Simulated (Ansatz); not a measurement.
# C2H3F3S: one species, many methods

An exercise on one series of results from a longer session: the logs are not shown, and one member is left open.

Computed with Ansatz 0.2.0, Gaussian basis. Level: functionals in def2-TZVPP, the program's frozen cores in correlated methods.

Levels to be run: LDA (SPW92), PBE-D4, revPBE-D4, BLYP-D4, r2SCAN-D4, B97M-V, PBE0-D4, B3LYP-D4, r2SCANh-D4, r2SCAN0-D4, HSE06-D4, BHLYP-D4, CAM-B3LYP-D4, LC-ωPBE, ωB97X-V, ωB97M-V, B2PLYP, PBE-QIDH; CCSD(T)/def2-SVP; CCSD(T)/def2-TZVPP; MP2/def2-QZVPP; extrapolation to the limit; RPA on PBE.

**The geometry**

An earlier PBE0-D4 in a triple-zeta def2 set relaxation fixed the geometry.

SMILES `FC(F)(F)CS`, 9 atoms, charge 0, spin multiplicity 1.

Atoms are counted from 1 here; the program's logs count them from 0.

Bond lengths: F1–C2 1.336 Å, C2–F3 1.336 Å, C2–F4 1.340 Å, C2–C5 1.509 Å, C5–S6 1.813 Å, C5–H7 1.090 Å, C5–H8 1.090 Å, S6–H9 1.341 Å. Angles: F1–C2–F3 107.5°, F1–C2–F4 107.4°, F1–C2–C5 112.2°, F3–C2–F4 107.4°, F3–C2–C5 112.3°, F4–C2–C5 109.7°, C2–C5–S6 110.8°, C2–C5–H7 107.2°, C2–C5–H8 107.2°, S6–C5–H7 110.9°, S6–C5–H8 110.9°, H7–C5–H8 109.6°, C5–S6–H9 94.6°.

The first run:

The input, in.yaml:

```yaml
crystal:
  periodic: [false, false, false]
  atoms:
    - {symbol: F, position_ang: [0.194558, -1.832421, 0.561913]}
    - {symbol: C, position_ang: [0.579359, -0.853535, -0.261705]}
    - {symbol: F, position_ang: [1.848112, -0.556479, 0.031658]}
    - {symbol: F, position_ang: [0.560562, -1.346913, -1.507889]}
    - {symbol: C, position_ang: [-0.324500, 0.351403, -0.178062]}
    - {symbol: S, position_ang: [-0.326901, 1.039072, 1.498976]}
    - {symbol: H, position_ang: [-1.323903, 0.026084, -0.467034]}
    - {symbol: H, position_ang: [0.044720, 1.082478, -0.897219]}
    - {symbol: H, position_ang: [-1.163506, 2.044112, 1.202260]}
basis:
  gaussian: {orbitals: def2-TZVPP}
hamiltonian: {xc: lda}
output: {orbitals: {seedname: orbitals}}
```

Among the steps run: LDA; PBE-D4 (GGA); revPBE-D4 (GGA); BLYP-D4 (GGA); r2SCAN-D4 (meta-GGA); B97M-V (meta-GGA); PBE0-D4 (hybrid); B3LYP-D4 (hybrid); r2SCANh-D4 (hybrid); r2SCAN0-D4 (hybrid); HSE06-D4 (hybrid); BHLYP-D4 (hybrid); CAM-B3LYP-D4 (range-separated); LC-ωPBE-D4 (range-separated; the results give it without D4); ωB97X-V (range-separated); ωB97M-V (range-separated); B2PLYP (double hybrid); PBE-QIDH (double hybrid).

One of the session's tables, all rows but one given; the rest of the session is left out.

It belongs to the step «Orbital energies across the functionals». 

| functional | HOMO (eV) | gap (eV) |
| --- | --- | --- |
| LDA (SPW92) | -6.19 | 5.09 |
| PBE-D4 | -6.06 | 5.15 |
| revPBE-D4 | -6.01 | 5.19 |
| BLYP-D4 | -5.92 | 5.08 |
| r2SCAN-D4 | -6.36 | 5.77 |
| B97M-V | -6.44 | 5.74 |
| PBE0-D4 | -7.38 | 7.42 |
| B3LYP-D4 | -7.14 | 6.88 |
| r2SCANh-D4 | -6.84 | 6.60 |
| r2SCAN0-D4 | -7.56 | 7.83 |
| HSE06-D4 | -6.97 | 6.63 |
| BHLYP-D4 | -8.56 | 9.46 |
| CAM-B3LYP-D4 | -8.77 | 9.80 |
| LC-ωPBE | ? | ? |
| ωB97X-V | -9.81 | 11.97 |
| ωB97M-V | -9.64 | 11.50 |

**Question.** Estimate the row for LC-ωPBE.

The run gave: HOMO (eV): -10.20; gap (eV): 12.53. In the column «HOMO (eV)» it is the lowest.
